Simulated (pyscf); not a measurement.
A first-order saddle from PySCF, ωB97X-D3(BJ)/def2-SVP:

```xyz
16

C      1.0315    -0.1175     0.7043
In    -1.2574     0.4791    -0.0963
C     -1.9485    -1.0988    -1.3677
N     -2.2677     1.4694     1.3745
H      0.4519    -1.0013     1.0448
H      1.4262     0.3532     1.6205
H      1.8768    -0.5479     0.1396
H     -1.1310    -1.4370    -2.0214
H     -2.7819    -0.7505    -1.9963
H     -2.2972    -1.9561    -0.7729
H     -2.8889     0.9176     1.9612
H     -1.7133     2.0652     1.9850
N      0.1992     1.8777    -0.9558
H      0.7904     0.9837    -0.1808
H      0.4122     1.8672    -1.9534
H      0.2000     2.8475    -0.6383
```

Surface: singlet, charge 0. Lowest wavenumbers (cm⁻¹): 1578i, 42, 65, 106, 112.

Task: Which two sides does it connect, and which bonds change?

Result: `[CH3][In]([CH3])[NH2]` + `[NH3]` ⇌ `[CH4]` + `[CH3][In]([NH2])[NH2]`, a four-centre exchange read from left to right: C–In, H–N broken and C–H, In–N formed. At ωB97M-D3(BJ)/def2-TZVP it lies +100.1 kJ/mol from the left side and +132.4 kJ/mol from the right (each side as separated species at their lowest minima found). On the reactant side the descent ends in an adduct with a In–N contact, 77.0 kJ/mol under the separated species and 170.3 kJ/mol under the saddle at ωB97X-D3(BJ)/def2-TZVP. What is counted as formed (In–N) is already present as a longer contact in the reactant adduct; forming that adduct is a step of its own. This is the saddle that the search found; another between the same sides may lie lower. Elements past Kr carry the def2 core potentials, without spin-orbit coupling.
